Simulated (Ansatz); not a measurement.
Li3H3⁻. Charge -1, multiplicity 2. Geometry PBE-D4/def2-TZVPD, basis def2-TZVPD, Ansatz.

Cartesian coordinates in Å:
```
Li -0.246 1.439 1.004
Li 0.460 -1.511 0.804
Li -0.141 0.034 -0.996
H -0.763 -0.241 0.860
H 0.742 -1.519 -0.948
H -0.051 1.798 -0.723
```

```json
{"run": "A", "HOMO (eV)": "-0.01", "LUMO (eV)": "2.88"}
{"run": "B", "HOMO (eV)": "1.50", "LUMO (eV)": "1.68"}
{"run": "C", "HOMO (eV)": "1.32", "LUMO (eV)": "1.64"}
{"run": "D", "HOMO (eV)": "-0.33", "LUMO (eV)": "2.79"}
```

LC-ωPBE has ω = 0.4 bohr⁻¹. The structure comes from a short search, and lower isomers may exist.

HOMO and LUMO are taken over both spins.

Q: The runs used B97M-V, BLYP, HF, LC-ωPBE. Estimate which is which.

A: A HF (100 % exact exchange); B B97M-V (0 % exact exchange); C BLYP (0 % exact exchange); D LC-ωPBE (range-separated). Exact exchange lowers occupied and raises empty levels; among semilocal functionals meta-GGAs tend to open the gap a little, and such runs are hard to tell apart. The gap grows from 0.18 eV (B97M-V) to 3.12 eV (LC-ωPBE). At B97M-V/def2-TZVPD, BLYP-D4/def2-TZVPD the highest occupied level of the charge -1 doublet lies above zero (up to 1.50 eV). Energy differences put its binding near zero (0.08 eV; vertical, to the charge 0 singlet, at CCSD(T)/def2-TZVPPD), which leaves it undecided.
